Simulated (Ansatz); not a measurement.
Input for Ansatz (development build ahead of 0.2.0):

```yaml
crystal:
  periodic: [false, false, false]
  atoms:
    - { symbol: C, position_ang: [0.0, 0.0, 0.0] }
    - { symbol: F, position_ang: [0.65553, 0.87404, 1.89236] }
basis:
  gaussian: { orbitals: STO-3G }
total_charge: 1
hamiltonian:
  xc: hf
correlation:
  method: fci
  frozen_orbitals: { C: 1, F: 1 }
```

The input is written out in the form of the current development build from the run's settings.

Output:

```json
{
 "Converged": "yes",
 "Total energy": "-134.94671 hartree",
 "State": "lowest singlet root, of any spatial symmetry"
}
```
